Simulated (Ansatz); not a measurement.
Reaction: C3H7Cl (SMILES C(C)(C)Cl) → C3H7Cl (SMILES CCCCl)
Each species at its own B3LYP-D3(BJ)/def2-TZVP minimum (Ansatz, an electronic-structure program), one conformer.

Total energies in hartree (Ansatz). Radicals and triplets start from unrestricted determinants; spin-orbit coupling is neglected. Cores are frozen in correlated methods. No relativity.

| species | HF/cc-pV(T+d)Z | CCSD(T)/cc-pV(T+d)Z | HF/cc-pV(Q+d)Z | CCSD(T)/cc-pV(Q+d)Z | CCSD(T)/cc-pV(D+d)Z | CCSDT(Q)/cc-pV(D+d)Z |
|---|---|---|---|---|---|---|
| 1: C3H7Cl (SMILES C(C)(Cl)C) | -577.25060 | -578.05548 | -577.26180 | -578.11493 | -577.85077 | -577.85283 |
| 2: C3H7Cl (SMILES C(C)CCl) | -577.24785 | -578.05122 | -577.25907 | -578.11057 | -577.84631 | -577.84837 |

**Question.** Work out the isomerisation energy (electronic) in kcal/mol: take Hartree-Fock from cc-pV(Q+d)Z, extrapolate the CCSD(T) correlation energy as X^-3 (X = 3, 4), and add CCSDT(Q) - CCSD(T) in cc-pV(D+d)Z. 1 hartree = 627.51 kcal/mol.

**Answer.** 
Species 1: correlation (64·(-0.85313) - 27·(-0.80488))/37 = -0.88834; step -0.00206; E1 = -577.26180 + (-0.88834) + (-0.00206) = -578.15220
Species 2: correlation (64·(-0.85150) - 27·(-0.80337))/37 = -0.88662; step -0.00206; E2 = -577.25907 + (-0.88662) + (-0.00206) = -578.14775
-1·E1 +1·E2 = 0.00445 hartree = 2.8 kcal/mol.
